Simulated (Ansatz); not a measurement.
# SiH3+ (singlet): the correlation ladder at distance Si1–H3 = 1.631 Å, aug-cc-pVDZ

An exercise on one series of results from a longer session: the logs are not shown, and one member is left open.

Method: aug-cc-pVDZ, core rule «outside noble gas», up to 5 orbitals frozen; program: Ansatz 0.2.0, Gaussian basis.

To be run: UHF; CCSD(T) on RHF; BCCD(T) on RHF; CISD; CCSDT(Q) on RHF; CCSDTQ on RHF; CASSCF and MRCISD+Q, 2 electrons in 2 orbitals; CASSCF and NEVPT2, 2 electrons in 2 orbitals; Full CI.

6 further runs of the same task are left out: 6 for a known fault of the program.

**The geometry**

The geometry derives from a PBE0/def2-TZVP stationary point (not a proven minimum). One bond is set to the value named and the two fragments are kept rigid.

4 atoms, charge 1, spin multiplicity 1.

Atoms are counted from 1 here; the program's logs count them from 0.

Bond lengths: Si1–H2 1.472 Å, Si1–H3 1.631 Å, Si1–H4 1.472 Å. Angles: H2–Si1–H3 120.0°, H2–Si1–H4 120.0°, H3–Si1–H4 120.0°.

Set-up of the first run:

File in.yaml:

```yaml
crystal:
  periodic: [false, false, false]
  atoms:
    - {symbol: Si, position_ang: [0.002619, -0.004436, 0.000010]}
    - {symbol: H, position_ang: [1.474561, 0.009794, -0.000086]}
    - {symbol: H, position_ang: [-0.826498, 1.400098, -0.003209]}
    - {symbol: H, position_ang: [-0.721029, -1.286287, 0.003011]}
basis:
  gaussian: {orbitals: aug-cc-pVDZ}
total_charge: 1
magnetization: {spin_polarized: true, initial_magnetization: 0}
hamiltonian: {xc: hf}
output: {orbitals: {seedname: orbitals}}
```

Run with:

```console
ansatz run in.yaml --threads 1 --pin off --events-out ev --progress --plain --max-ram 4096MiB --backend cpu
```

Among the steps run: UHF; CCSD(T) on RHF; BCCD(T) on RHF; CISD; CCSDT(Q) on RHF; CCSDTQ on RHF; CASSCF and MRCISD+Q, 2 electrons in 2 orbitals; CASSCF and NEVPT2, 2 electrons in 2 orbitals; Full CI.

One of the session's tables, all rows but one given; the rest of the session is left out.

It belongs to the step «Misses and costs». 

| method | from FCI (kJ/mol) |
| --- | --- |
| RHF | +303.2 |
| RMP2 | +74.4 |
| CISD | +16.9 |
| RCCSD | +6.3 |
| RCCSD(T) | +1.6 |
| BCCD(T) | +1.6 |
| RCCSDT | +0.2 |
| RCCSDT(Q) | 0.0 |
| RCCSDTQ | 0.0 |
| CASSCF pair | +257.3 |
| NEVPT2 pair | +70.7 |
| MRCISD pair | ? |
| MRCISD+Q pair | -1.7 |
| FCI | 0 |

**Question.** Estimate the row for MRCISD pair.

**Answer.** from FCI (kJ/mol): +12.0. In the column «from FCI (kJ/mol)» it lies between RCCSD (+6.3) and CISD (+16.9).

Limits of these values: MRCISD+Q pair falls below full CI: the +Q correction isn't variational, and the cores differ from full CI's.
